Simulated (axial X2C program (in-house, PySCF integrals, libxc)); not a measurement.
# AlC⁻ along the bond: PBE0, 2c

Calculated with an axial X2C code built on PySCF integrals. Two-component (2c) means X2C with spin–orbit coupling and atomic mean-field two-electron Coulomb and Gaunt terms. Basis: Al dyall-av3z [9s9p3d2f], C dyall-av3z [8s7p3d2f] (cores contracted in-house); Gaussian nuclei, density fitting, unrestricted open shells. Masses: Al 26.982 u, C 12.000 u.

State: Ω = 2 (⟨Sz⟩ = 1.00, ⟨Lz⟩ = 1.00 at PBE0). Dipoles are positive if C is the positive end and refer to the centre of mass.

| R (Å) | μ (D) | HOMO (eV) | LUMO (eV) |
| --- | --- | --- | --- |
| 1.647 | -0.831 | 0.26 | 2.12 |
| 1.723 | -1.112 | 0.38 | 2.14 |
| 1.779 | -1.297 | 0.47 | 2.15 |
| 1.836 | -1.452 | 0.54 | 2.14 |
| 1.893 | -1.574 | 0.61 | 2.13 |
| 1.959 | -1.667 | 0.67 | 2.11 |
| 2.026 | -1.715 | 0.72 | 2.08 |
| 2.111 | -1.731 | 0.75 | 2.05 |
| 2.215 | -1.741 | 0.77 | 2.01 |
| 2.366 | -1.835 | 0.75 | 1.97 |

Q: The minimum lies at 1.887 Å. What is the dipole moment there?

A: At PBE0, 2c, with the sign and origin stated: μ = -1.56 D.

The state is a single determinant with fixed occupations, the lowest that a limited PBE0 search found. Density functionals use the spin component along the axis (collinear). PBE0 can misorder states that lie within some tenths of an eV, so this need not be the ground state of the molecule. The nearest other spin-free determinant of the search, M_S = 1, Λ = 0, lies 0.07 eV up at the distance of the search. The functionals have no current-density term, which raises determinants with orbital currents, atoms included. With several unpaired electrons one determinant need not be a pure state. A state of lower Ω lies just above, and one determinant can place such states too high, so the state shown need not be the lowest. The search has Ω = 1 only 0.07 eV up. Open-shell Ω = 0 determinants with evenly filled partner blocks cannot be reached by this program, so the Ω shown need not be the lowest component. The highest occupied level of some functionals is positive through self-interaction error; at Hartree–Fock it is bound. The determinant is spin-polarised beyond a pure state at some levels (its spin-free form has ⟨S²⟩ too high), which makes Re and μ there less reliable. The LUMO of an anion is an unbound level whose energy the basis sets.
